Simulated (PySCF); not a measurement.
Cyclobutanone, C₄H₆O.
Atom-mapped SMILES: `[O:1]=[C:2]1[CH2:3][CH2:4][CH2:5]1` (hydrogens: H6, H7 on C3; H8, H9 on C4; H10, H11 on C5)

Computed geometry: GFN2-xTB, gas phase.

(1) What internal coordinates does the optimisation give?

## Answers

(1) 
| bond | length (Å) | order |
| --- | --- | --- |
| O1=C2 | 1.196 | double |
| C2–C3, C2–C5 | 1.514 | single |
| C3–C4, C4–C5 | 1.540 | single |
| C3–H6 and 3 like bonds | 1.089 | single |
| C4–H8, C4–H9 | 1.087 | single |

Bonds in one row agree within 0.01 Å and their mean is given. Orders are formal, as drawn. A selection of angles:
| angle | degrees |
| --- | --- |
| O1–C2–C3 | 133.9 |
| C3–C2–C5 | 92.3 |
| C2–C3–C4 | 88.8 |
| C2–C3–H6 | 113.7 |
| C4–C3–H6 | 115.8 |
| H6–C3–H7 | 108.3 |
| C3–C4–C5 | 90.2 |
| C3–C4–H8 | 114.2 |
| H8–C4–H9 | 108.9 |

Dihedral angles: O1–C2–C3–C4 180° (antiperiplanar); C2–C3–C4–C5 0° (synperiplanar); C3–C4–C5–C2 0° (synperiplanar); O1–C2–C5–C4 180° (antiperiplanar).

The 5 heavy atoms lie in one plane (0.001 Å rms). The C–C distances run from 1.514 Å (C2–C3, drawn single) to 1.540 Å (C4–C5, drawn single), a spread of 0.026 Å. The 4-membered ring C2–C3–C4–C5 has internal angles of 88.8° to 92.3° (sum 360°, against 360° for a flat polygon); it is planar, 0.00 Å rms from its mean plane, widest ring torsion 0°.

Point group: C2v (tolerance 0.08 Å). No frequency check.
